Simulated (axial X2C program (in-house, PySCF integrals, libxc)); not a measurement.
**LiF⁺ at several levels of theory**

Computed with an in-house all-electron X2C program for linear molecules (integrals from PySCF). Spin-free means the one-electron spin-free X2C Hamiltonian; two-component (2c) means X2C with spin–orbit coupling and atomic mean-field two-electron Coulomb and Gaunt terms, so the difference of the two also holds small scalar two-electron terms. Basis: F dyall-av3z [7s6p3d2f], Li dyall-cv3z [7s8p2d] (cores contracted in-house); Gaussian nuclei, density fitting, unrestricted open shells. Masses: F 18.998 u, Li 7.016 u.

State, spin-free: M_S = 1/2, Λ = 1 (beyond evenly filled blocks: π+α, π+β, π-α); electrons by block: σα: 4, σβ: 4, π+α: 1, π+β: 1, π-α: 1. Fragments: F + Li+.

State, 2c: Ω = 3/2 (⟨Sz⟩ = 0.50, ⟨Lz⟩ = 1.00 at PBE0); electrons by block: 1/2: 5, -1/2: 5, 3/2: 1. Fragments: F + Li+.

```json
{"Hamiltonian": "spin-free", "level": "PBE0", "Re (Å)": "2.025", "ωe (cm⁻¹)": "307.3", "ωexe (cm⁻¹)": "11.3", "αe (cm⁻¹)": "0.0356", "De (eV)": "0.116", "k (mdyn/Å)": "0.285", "μ (D)": "6.48"}
{"Hamiltonian": "spin-free", "level": "HF", "Re (Å)": "2.025", "ωe (cm⁻¹)": "299.7", "ωexe (cm⁻¹)": "13.2", "αe (cm⁻¹)": "0.0398", "De (eV)": "0.153", "k (mdyn/Å)": "0.271", "μ (D)": "6.57"}
{"Hamiltonian": "spin-free", "level": "MP2", "Re (Å)": "2.057", "ωe (cm⁻¹)": "290.5", "ωexe (cm⁻¹)": "12.1", "αe (cm⁻¹)": "0.0373", "De (eV)": "0.257", "k (mdyn/Å)": "0.255", "μ (D)": "n/a"}
{"Hamiltonian": "spin-free", "level": "CCSD", "Re (Å)": "2.052", "ωe (cm⁻¹)": "293.0", "ωexe (cm⁻¹)": "12.3", "αe (cm⁻¹)": "0.0375", "De (eV)": "0.259", "k (mdyn/Å)": "0.259", "μ (D)": "n/a"}
{"Hamiltonian": "spin-free", "level": "CCSD(T)", "Re (Å)": "2.056", "ωe (cm⁻¹)": "291.5", "ωexe (cm⁻¹)": "12.1", "αe (cm⁻¹)": "0.0372", "De (eV)": "0.265", "k (mdyn/Å)": "0.257", "μ (D)": "n/a"}
{"Hamiltonian": "spin-free", "level": "B97-3", "Re (Å)": "2.054", "ωe (cm⁻¹)": "279.8", "ωexe (cm⁻¹)": "n/a", "αe (cm⁻¹)": "0.0402", "De (eV)": "0.169", "k (mdyn/Å)": "0.236", "μ (D)": "6.61"}
{"Hamiltonian": "2c", "level": "PBE0", "Re (Å)": "2.025", "ωe (cm⁻¹)": "307.3", "ωexe (cm⁻¹)": "11.3", "αe (cm⁻¹)": "0.0356", "De (eV)": "0.132", "k (mdyn/Å)": "0.285", "μ (D)": "6.48"}
{"Hamiltonian": "2c", "level": "HF", "Re (Å)": "2.025", "ωe (cm⁻¹)": "299.7", "ωexe (cm⁻¹)": "13.1", "αe (cm⁻¹)": "0.0398", "De (eV)": "0.158", "k (mdyn/Å)": "0.271", "μ (D)": "6.57"}
{"Hamiltonian": "2c", "level": "MP2", "Re (Å)": "2.057", "ωe (cm⁻¹)": "290.6", "ωexe (cm⁻¹)": "12.1", "αe (cm⁻¹)": "0.0373", "De (eV)": "0.264", "k (mdyn/Å)": "0.255", "μ (D)": "n/a"}
{"Hamiltonian": "2c", "level": "CCSD", "Re (Å)": "2.052", "ωe (cm⁻¹)": "293.1", "ωexe (cm⁻¹)": "12.2", "αe (cm⁻¹)": "0.0375", "De (eV)": "0.265", "k (mdyn/Å)": "0.259", "μ (D)": "n/a"}
{"Hamiltonian": "2c", "level": "CCSD(T)", "Re (Å)": "2.056", "ωe (cm⁻¹)": "291.6", "ωexe (cm⁻¹)": "12.1", "αe (cm⁻¹)": "0.0372", "De (eV)": "0.265", "k (mdyn/Å)": "0.257", "μ (D)": "n/a"}
{"Hamiltonian": "2c", "level": "B97-3", "Re (Å)": "2.054", "ωe (cm⁻¹)": "279.9", "ωexe (cm⁻¹)": "n/a", "αe (cm⁻¹)": "0.0402", "De (eV)": "0.185", "k (mdyn/Å)": "0.237", "μ (D)": "6.61"}
```

Correlated methods: 7 electrons correlated (number of frozen shells: F 1 s; Li 1 s), 171 virtual spin orbitals or spinors in MP2, 68 natural virtuals in coupled cluster.

Dipoles are positive if Li is the positive end and refer to the centre of mass.

The state is one determinant whose occupation by symmetry is held fixed; it was picked as the lowest of a PBE0 search that is not exhaustive. De is counted from the lowest determinant-based energies of the atoms at the same level, without counterpoise correction. Density functionals use the spin component along the axis (collinear). CCSD and (T) use frozen natural virtuals with an MP2 correction for the truncation; (T) itself is uncorrected, so its De runs slightly low. The 2c atoms are single determinants rather than J levels; their spin–orbit lowering is only partly caught, and De is too large by that part. This holds for PBE0, B97-3. Other states lie close and PBE0, whose exact exchange favours high spin, may order them wrongly; the determinant shown need not be the ground state. The nearest other spin-free determinant of the search, M_S = 1/2, Λ = 0, lies 0.26 eV up at the distance of the search. Without a current term, density functionals place determinants with orbital angular momentum somewhat too high. The atomic limit has a lower orbital projection than the molecule and lies lower at mean-field level, so De may be about a tenth of an eV too small.

Rough cost a point (2c) on 1 thread(s) of a shared host, integrals apart: PBE0 0.08 s, CCSD(T) 0.5 s, B97-3 0.09 s.

The whole task took 19 s on 1 thread of AMD EPYC 9R45 96-Core Processor (Zen 5) (shared host).
